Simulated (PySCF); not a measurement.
## Potential energy of NaCl along the bond

Set-up: PySCF, no relativity, basis sets Na def2-SVP, Cl def2-SVP. Energies in eV from Na + Cl in their ground configurations at the same level. State: ¹Σ⁺ (singlet), closed shell.

Curves on a restricted Hartree–Fock reference rise too fast on stretching and do not dissociate correctly.

All columns are RHF. A positive dipole means Na(−)Cl(+).

| R (Å) | E (eV) | μ (D) | Mulliken charge on Na (basis-dependent) | HOMO (eV) | LUMO (eV) | Mayer bond order | ⟨S²⟩ |
| --- | --- | --- | --- | --- | --- | --- | --- |
| 2.018 | -2.279 | -7.66 | 0.64 | -9.79 | -0.04 | 0.68 | 0.00 |
| 2.111 | -2.674 | -7.99 | 0.64 | -9.62 | -0.10 | 0.67 | 0.00 |
| 2.205 | -2.893 | -8.33 | 0.65 | -9.46 | -0.16 | 0.67 | 0.00 |
| 2.276 | -2.975 | -8.60 | 0.65 | -9.34 | -0.20 | 0.67 | 0.00 |
| 2.346 | -3.004 | -8.87 | 0.64 | -9.22 | -0.25 | 0.67 | 0.00 |
| 2.416 | -2.993 | -9.15 | 0.64 | -9.10 | -0.30 | 0.68 | 0.00 |
| 2.510 | -2.933 | -9.54 | 0.64 | -8.96 | -0.36 | 0.68 | 0.00 |
| 2.627 | -2.808 | -10.04 | 0.64 | -8.77 | -0.44 | 0.67 | 0.00 |
| 2.768 | -2.613 | -10.66 | 0.65 | -8.56 | -0.54 | 0.65 | 0.00 |
| 2.956 | -2.318 | -11.52 | 0.66 | -8.30 | -0.68 | 0.62 | 0.00 |

A fit through these points gives, at Re = 2.359 Å, μ = -8.92 D and dμ/dR = -3.96 D/Å; the reduced mass is 13.87 u.

Q: How strong is the fundamental in the double-harmonic approximation, I = 42.26·(dμ/dR)²/μred km/mol?

A: I = 42.26·(-3.96)²/13.87 = 47.8 km/mol at RHF.

Where the molecule has an RHF reference, its open-shell atoms are computed with UHF. Hartree–Fock leaves out correlation, which carries a large part of most bond energies and some tenths to 1 eV of ionisation energies.
